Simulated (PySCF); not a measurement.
Gas-phase reaction: HCHO (formaldehyde) = CO + H2

Computed with PySCF and rigid-rotor harmonic-oscillator thermochemistry at 1 bar. 'Table' is the NASA 1993 thermochemical table (part measured, part estimated). † marks an energy on the PBE0/def2-TZVP geometry and frequencies; other levels use their own. CCSD(T) freezes the core. All species are closed-shell singlets. CCSD(T) isn't extrapolated to the basis-set limit; its ΔH°(298 K) is -7.2 kJ in def2-SVP and -6.4 kJ in def2-TZVPP. The harmonic model lacks anharmonicity and excited electronic states, which grow with temperature; levels with a mode under 35 cm⁻¹ are left out.

```tsv
level	ΔH°(298 K), kJ	minus table	ΔG°(800 K), kJ
table	-1.9	-	-94.7
BLYP/def2-TZVP†	2.2	4.1	-90.5
CCSD(T)/def2-TZVPP†	-6.4	-4.5	-99.1
PBE0/def2-QZVP†	29.4	31.3	-63.4
PBE0/def2-SVP†	40.2	42.1	-52.6
PBE0/def2-TZVP	28.2	30.1	-64.5
ωB97M-V/def2-TZVP†	-1.3	0.6	-94.0
```
